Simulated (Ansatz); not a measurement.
Ansatz (a quantum-chemistry and plane-wave program) input (HF/6-31G*):

Ansatz 0.2 input:
```yaml
crystal:
  periodic: [false, false, false]
  atoms:
    - {symbol: C, position_ang: [0.01273556, 0.11340523, 0.77429877]}
    - {symbol: C, position_ang: [-0.00997187, 0.03363133, -0.57052039]}
    - {symbol: H, position_ang: [0.02466694, -0.93821045, 1.16158333]}
    - {symbol: H, position_ang: [-0.02524326, 0.93267251, -1.19674071]}
    - {symbol: H, position_ang: [-0.01600577, -0.87668147, -1.18751292]}
basis:
  gaussian:
    orbitals: 6-31G*
hamiltonian:
  xc: {name: HF}
total_charge: -1
phonons: {temperatures: {t_min: 298.15, t_max: 298.15, t_step: 100}}
```

Task: Which harmonic wavenumbers does it give?

Result: 917, 1028, 1205, 1369, 1516, 1700, 2802, 3036, 3096 cm⁻¹ (unscaled; negative means imaginary).
